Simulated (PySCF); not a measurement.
Gas-phase reaction: BCl₃ + 2 BH₂ = 2 BH₂Cl + BCl

Energies from PySCF, thermal terms from the rigid-rotor harmonic-oscillator model, ideal gas at 1 bar. S°(298 K) at PBE0/def2-TZVP differs from the NASA 1993 table for BH₂ (+14 J/mol/K); whether the harmonic model or the table's entry is off was not settled. † marks an energy on the PBE0/def2-TZVP geometry and frequencies. MP2 and CCSD(T) freeze the core. Open shells (unrestricted): BH₂ (multiplicity 2); the rest are closed-shell singlets. BH₂Cl: computed as isolated molecules; such fragments, hydroxides, amides, oligomers or adducts are transient or little studied in the gas. MP2 isn't extrapolated to the basis-set limit; its ΔH°(298 K) is -179.4 kJ in def2-SVP and -191.5 kJ in def2-TZVPP. CCSD(T) isn't extrapolated to the basis-set limit; its ΔH°(298 K) is -214.9 kJ in def2-SVP and -221.4 kJ in def2-TZVPP. The harmonic model lacks anharmonicity and excited electronic states, which grow with temperature; levels with a mode under 35 cm⁻¹ are left out.

| level | ΔE electronic, kJ | ΔH°(298 K), kJ | ΔS°(298 K), J/K | ΔG°(1800 K), kJ |
|---|---|---|---|---|
| BLYP/def2-TZVP† | -229 | -214 | 4 | -205 |
| CCSD(T)/def2-TZVPP† | -237 | -221 | 4 | -213 |
| HF/def2-TZVP† | -145 | -129 | 4 | -121 |
| M06-2X/def2-TZVP† | -220 | -204 | 4 | -196 |
| MP2/def2-SVP† | -195 | -179 | 4 | -171 |
| PBE/def2-TZVP† | -213 | -197 | 4 | -189 |
| PBE0/def2-QZVP† | -201 | -186 | 4 | -177 |
| ωB97M-V/def2-TZVP† | -241 | -225 | 4 | -217 |
| ωB97X-V/def2-TZVP† | -223 | -208 | 4 | -199 |
ΔH° is lowest at ωB97M-V/def2-TZVP† and highest at HF/def2-TZVP†. No reference value is set beside these.
